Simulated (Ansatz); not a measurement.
tert-butyl cation (C4H9), SMILES C[C+](C)C, charge +1.

Geometry: PBE-D3(BJ)/def2-SVP. A frequency run showed that this geometry is not a minimum.

Two levels are set side by side: PBE/def2-SVPD (Ansatz, an electronic-structure program) and PBE0/def2-SVPD (Ansatz). Energy differences of separate SCF runs at the same geometry; the states with an electron removed or added have multiplicity 2 and 2. Differences are taken from unrounded values.

```
quantity                             PBE
---------------------------------  -----
vertical ionisation energy (eV)    17.93
vertical electron affinity (eV)     6.45
vertical singlet–triplet gap (eV)   4.92
```

Q: These are the PBE values. What does PBE0 give? (Estimate from the structure and the level; the computed values follow.)

A: 
| quantity | PBE0 | PBE minus PBE0 |
|---|---|---|
| vertical ionisation energy (eV) | 18.45 | -0.52 |
| vertical electron affinity (eV) | 6.59 | -0.14 |
| vertical singlet–triplet gap (eV) | 5.16 | -0.24 |
